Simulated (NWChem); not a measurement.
System: Cl anion

Excerpt of the output:

```
             Northwest Computational Chemistry Package (NWChem) 7.3.0
             --------------------------------------------------------

                             Geometry "geometry" -> ""
                             -------------------------

 Output coordinates in angstroms (scale by  1.889725989 to convert to a.u.)

  No.       Tag          Charge          X              Y              Z
 ---- ---------------- ---------- -------------- -------------- --------------
    1 Cl                  17.0000     0.00000000     0.00000000     0.00000000

 Effective nuclear repulsion energy (a.u.)       0.0000000000

                              NWChem Property Module
                              ----------------------

                                 NWChem DFT Module
                                 -----------------

 Summary of "ao basis" -> "ao basis" (spherical)
 ------------------------------------------------------------------------------
       Tag                 Description            Shells   Functions and Types
 ---------------- ------------------------------  ------  ---------------------
 Cl                         6-31+g*                 10       22   5s4p1d

            General Information
            -------------------
          SCF calculation type: DFT
          Wavefunction type:  closed shell.
          No. of atoms     :     1
          No. of electrons :    18
           Alpha electrons :     9
            Beta electrons :     9
          Charge           :    -1
          Spin multiplicity:     1
          Use of symmetry is: off; symmetry adaption is: off
          Maximum number of iterations: 150
          AO basis - number of functions:    22
                     number of shells:    10
          Convergence on energy requested:  1.00D-06
          Convergence on density requested:  1.00D-05
          Convergence on gradient requested:  5.00D-04

              XC Information
              --------------
                         PBE0 Method XC Functional
                     Hartree-Fock (Exact) Exchange  0.250
          PerdewBurkeErnzerhof Exchange Functional  0.750
            Perdew 1991 LDA Correlation Functional  1.000 local
           PerdewBurkeErnz. Correlation Functional  1.000 non-local

             Grid Information
             ----------------
          Grid used for XC integration:  medium
          Radial quadrature: Mura-Knowles
          Angular quadrature: Lebedev.
          Tag              B.-S. Rad. Rad. Pts. Rad. Cut. Ang. Pts.
          ---              ---------- --------- --------- ---------
          Cl                  1.00       88           7.0       590
          Grid pruning is: on
          Number of quadrature shells:    88
          Spatial weights used:  Erf1

      Superposition of Atomic Density Guess
      -------------------------------------

 Sum of atomic energies:        -459.45124409

 Renormalizing density from      17.00 to     18

      Non-variational initial energy
      ------------------------------

 Total energy =    -475.323583
 1-e energy   =    -672.181682
 2-e energy   =     196.858099
 HOMO         =       0.094853
 LUMO         =       0.325935

   convergence    iter        energy       DeltaE   RMS-Dens  Diis-err
 ---------------- ----- ----------------- --------- --------- ---------
 d= 0,ls=0.0,diis     1   -459.7893912988 -4.60D+02  1.10D-01  2.60D+00
 d= 0,ls=0.0,diis     2   -459.8696662590 -8.03D-02  6.08D-02  1.30D+00
 d= 0,ls=0.0,diis     3   -460.0981405083 -2.28D-01  4.28D-03  9.43D-03
 d= 0,ls=0.0,diis     4   -460.0996715024 -1.53D-03  1.62D-04  1.30D-05
 d= 0,ls=0.0,diis     5   -460.0996741834 -2.68D-06  6.35D-06  1.77D-08
 d= 0,ls=0.0,diis     6   -460.0996741864 -3.00D-09  3.38D-07  6.06D-11

         Total DFT energy =     -460.099674186440
      One electron energy =     -641.095697003628
           Coulomb energy =      209.293004635105
    Exchange-Corr. energy =      -28.296981817917
 Nuclear repulsion energy =        0.000000000000

 Numeric. integr. density =       18.000000032440

                       DFT Final Molecular Orbital Analysis
                       ------------------------------------

 Vector    7  Occ=2.000000D+00  E=-3.570188D-02
              MO Center= -4.0D-13,  6.6D-13, -7.6D-13, r^2= 1.5D+00
   Bfn.  Coefficient  Atom+Function         Bfn.  Coefficient  Atom+Function
  ----- ------------  ---------------      ----- ------------  ---------------
     9      0.471994  1 Cl pz                 8     -0.402134  1 Cl py
     7      0.282618  1 Cl px                13      0.259402  1 Cl pz
    12     -0.221008  1 Cl py                 5     -0.186346  1 Cl pz
     4      0.158765  1 Cl py                11      0.155323  1 Cl px
     3     -0.111580  1 Cl px                17      0.096470  1 Cl pz

 Vector    8  Occ=2.000000D+00  E=-3.570188D-02
              MO Center=  1.3D-13, -1.2D-13,  1.0D-13, r^2= 1.5D+00
   Bfn.  Coefficient  Atom+Function         Bfn.  Coefficient  Atom+Function
  ----- ------------  ---------------      ----- ------------  ---------------
     8      0.494020  1 Cl py                 9      0.463855  1 Cl pz
    12      0.271507  1 Cl py                13      0.254929  1 Cl pz
     4     -0.195042  1 Cl py                 5     -0.183133  1 Cl pz
    16      0.100972  1 Cl py                17      0.094807  1 Cl pz
     7     -0.071738  1 Cl px                11     -0.039426  1 Cl px

 Vector    9  Occ=2.000000D+00  E=-3.570188D-02
              MO Center= -1.8D-13, -2.1D-13,  2.1D-13, r^2= 1.5D+00
   Bfn.  Coefficient  Atom+Function         Bfn.  Coefficient  Atom+Function
  ----- ------------  ---------------      ----- ------------  ---------------
     7      0.615909  1 Cl px                11      0.338496  1 Cl px
     3     -0.243165  1 Cl px                 8      0.242066  1 Cl py
     9     -0.162553  1 Cl pz                12      0.133036  1 Cl py
    15      0.125885  1 Cl px                 4     -0.095569  1 Cl py
    13     -0.089337  1 Cl pz                 5      0.064177  1 Cl pz

 Vector   10  Occ=0.000000D+00  E= 2.293605D-01
              MO Center=  6.3D-12, -4.5D-12,  6.2D-12, r^2= 7.1D+00
   Bfn.  Coefficient  Atom+Function         Bfn.  Coefficient  Atom+Function
  ----- ------------  ---------------      ----- ------------  ---------------
    14      1.639263  1 Cl s                 10     -1.063884  1 Cl s
     2      0.113389  1 Cl s                  6     -0.081704  1 Cl s

 Vector   11  Occ=0.000000D+00  E= 2.615100D-01
              MO Center=  3.2D-13,  3.0D-12,  4.2D-13, r^2= 9.0D+00
   Bfn.  Coefficient  Atom+Function         Bfn.  Coefficient  Atom+Function
  ----- ------------  ---------------      ----- ------------  ---------------
    16      1.281655  1 Cl py                12     -0.618676  1 Cl py
     8     -0.207670  1 Cl py                17      0.170352  1 Cl pz
    15      0.127362  1 Cl px                 4      0.092263  1 Cl py
    13     -0.082232  1 Cl pz                11     -0.061480  1 Cl px
     9     -0.027603  1 Cl pz

 Vector   12  Occ=0.000000D+00  E= 2.615100D-01
              MO Center=  1.3D-12,  1.5D-13, -2.1D-12, r^2= 9.0D+00
   Bfn.  Coefficient  Atom+Function         Bfn.  Coefficient  Atom+Function
  ----- ------------  ---------------      ----- ------------  ---------------
    17      1.117460  1 Cl pz                15     -0.657452  1 Cl px
    13     -0.539416  1 Cl pz                11      0.317363  1 Cl px
     9     -0.181065  1 Cl pz                 7      0.106529  1 Cl px
    16     -0.083195  1 Cl py                 5      0.080443  1 Cl pz
     3     -0.047328  1 Cl px                12      0.040160  1 Cl py

 *** CALLING NEW AORESP DRIVER FOR CLOSED AND OPEN SHELLS ***
 Entering AOResponse driver routine

--------------------------------------------------------------------------------

          -----------------------------------------------
          Solving response equations for perturbing field
          -----------------------------------------------

 number of frequencies:     1
 frequency in a.u.:  0.0000000E+00
 Perturbing field: electric
 Using El. Dipole Length Gauge

 Setting up CPKS with frequency omega =      0.00000000 a.u.

 STATIC response

                                NWChem CPHF Module
                                ------------------

  scftype          =     RHF
  nclosed          =        9
  nopen            =        0
  variables        =      117
  # of vectors     =        3
  tolerance        = 0.10D-03
  level shift      = 0.00D+00
  max iterations   =       50
  max subspace     =       30

 SCF residual:    1.7070744684049814E-007

Iterative solution of linear equations
  No. of variables      117
  No. of equations        3
  Maximum subspace       30
        Iterations       50
       Convergence  1.0D-04

   iter   nsub   residual    time
   ----  ------  --------  ---------
     1      3    9.79D-01       1.2
     2      6    7.42D-01       1.4
     3      9    1.02D-02       1.7
     4     12    1.58D-04       1.9
     5     15    2.39D-06       2.1

 Electric Dipole Response Matrix (nonzero elements):

              1        2        3
    1   15.5243   0.0000  -0.0000
    2    0.0000  15.5243   0.0000
    3   -0.0000   0.0000  15.5243

[...]

 DFT Linear Response polarizability / au
 Frequency  =       0.0000000 / au
              X              Y              Z
 -----------------------------------------------
 X      15.5242870      0.0000000     -0.0000000
 Y       0.0000000     15.5242870      0.0000000
 Z      -0.0000000      0.0000000     15.5242870
 -----------------------------------------------
 Eigenvalues =      15.5242870     15.5242870     15.5242870
 Isotropic   =      15.5242870
 Anisotropic =       0.0000000
 -----------------------------------------------

 Magnetic Dipole Response Matrix (nonzero elements):

 Exiting AOResponse driver routine
```

Level: PBE0/6-31+G* (spherical d). 

Question: Which NWChem input produces such a log?

Answer: Several could match; the one computed here: the input that was run:
```
start job
memory heap 200 mb stack 900 mb global 1100 mb
charge -1
geometry units angstroms noautosym nocenter noautoz
  Cl     0.000000     0.000000     0.000000
end
basis spherical
  * library 6-31+g*
end
dft
  xc pbe0
  iterations 150
end
property
  response 1 0.0
end
task dft property
```
